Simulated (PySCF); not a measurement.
Vertical excitation energies

Compound: methyl propyl disulfide, C4H10S2.
InChI=1S/C4H10S2/c1-3-4-6-5-2/h3-4H2,1-2H3

Theory: TDDFT CAM-B3LYP/def2-SVPD, vertical, gas phase, core orbitals frozen in the response in PySCF 2.14.0, density-fitted response routines. Isolated species at its GFN2-xTB geometry (one conformer only). Torsions of this conformer, `[CH3:1][CH2:2][CH2:3][S:4][S:5][CH3:6]`: C1–C2–C3–S4 180°, C2–C3–S4–S5 67°, C3–S4–S5–C6 90°.

**Question.** List the vertical singlet excitations with oscillator strengths and describe the spectrum.

**Answer.** 

```tsv
state	λ (nm)	E (eV)	f	main configurations (H = HOMO, L = LUMO)
S1	245.2	5.06	0.0095	H→L (68%), H-1→L (16%)
S2	244.7	5.07	0.0046	H-1→L (69%), H→L (16%)
S3	199.1	6.23	0.0011	H→L+1 (23%), H→L+2 (15%), H-1→L+1 (14%)
S4	195.1	6.36	0.0045	H-1→L+2 (28%), H→L+2 (23%), H→L+5 (9%)
S5	189.1	6.56	0.0090	H→L+1 (34%), H→L+3 (20%), H-1→L+3 (14%)
S6	187.7	6.61	0.040	H-1→L+1 (55%), H→L+1 (20%), H-1→L+2 (10%)
S7	183.0	6.77	0.0043	H-1→L+3 (40%), H→L+3 (26%)
S8	181.8	6.82	0.058	H→L+2 (20%), H-1→L+2 (19%), H-1→L+1 (18%)
```

Triplets (Tamm–Dancoff): T1 4.37 eV, H→L (78%), H→L+4 (8%); T2 4.43 eV, H-1→L (78%), H-1→L+4 (9%); T3 5.62 eV, H→L+2 (19%), H→L+1 (12%), H→L+3 (10%).

The lowest singlet lies at 5.06 eV (245 nm, ultraviolet) and is weak; its leading configuration is HOMO→LUMO (68%). The strongest level in the table is S8 at 6.82 eV (182 nm, f = 0.058). It is the last of those listed, so stronger ones may follow. Löwdin shares by element: HOMO sulfur 78%, carbon 14% or more; LUMO sulfur 85%. The oscillator strengths of these states sum to 0.132; summed over the whole spectrum of an exact calculation they would give the number of electrons, 66 (Thomas–Reiche–Kuhn). Orbital energies (eV): HOMO-3 -10.86, HOMO-2 -10.33, HOMO-1 -8.12, HOMO -8.06, LUMO 0.65, LUMO+1 1.16, LUMO+2 1.42. Of the 8 states listed, 2 reach f = 0.01 and none stays under 0.0005. The window holds the lowest 8 singlets.

Hardware: Arm Neoverse V1, one thread, no GPU, on a shared host. Cost: 40 s of wall time.
